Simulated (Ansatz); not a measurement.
# Worked example: building the atomization energy of C2H6S, singlet

Measured: the G2/97 heats of formation, with zero-point and thermal terms from B3LYP taken off, give an electronic atomization energy of 767.1 kcal/mol (Curtiss et al., J. Chem. Phys. 106, 1063 (1997); Staroverov et al., J. Chem. Phys. 119, 12129 (2003)). The calculation below tries to reproduce it.

Geometry (MP2(full)/6-31G*, from the G2/97 set):

```xyz
9

C     0.0000    1.3667   -0.5855
S     0.0000    0.0000    0.5925
C     0.0000   -1.3667   -0.5855
H     0.0000    2.2967   -0.0145
H     0.8916    1.3457   -1.2164
H    -0.8916    1.3457   -1.2164
H     0.0000   -2.2967   -0.0145
H    -0.8916   -1.3457   -1.2164
H     0.8916   -1.3457   -1.2164
```

Atomization energies (atoms less molecule, kcal/mol) from Ansatz 0.2.0, frozen cores, restricted molecule, unrestricted atoms, sets cc-pV(D+d)Z, cc-pV(T+d)Z, cc-pV(Q+d)Z:

| level | DZ | TZ | QZ |
| --- | --- | --- | --- |
| HF | 562.86 | 572.80 | 573.67 |
| CCSD(T) | 712.28 | 749.64 | 760.54 |
| CCSDT | 712.26 | 749.10 | – |
| CCSDT(Q) | 712.71 | 749.67 | – |

Extrapolate Hartree–Fock with exp(−5.46 √X) and the CCSD(T) correlation part with X⁻³ (X = 3, 4), add each higher step from the largest set that has it, and compare with the measured value.

Hartree–Fock: 573.67 + (573.67 − 572.80) × 0.301 = 573.93.
Correlation: TZ 176.84, QZ 186.87; (64 × 186.87 − 27 × 176.84) / 37 = 194.19.
Full triples (TZ): 749.10 − 749.64 = -0.54.
(Q) (TZ): 749.67 − 749.10 = 0.57.
Sum: 768.1 kcal/mol, 1.0 above the measured 767.1.

The steps beyond CCSD(T) add 0.03 kcal/mol, while going from QZ to the limit adds 7.58. Core correlation, scalar relativity, spin–orbit terms and the relaxation from this MP2 geometry are missing from the sum, and the measured value has its own uncertainty.
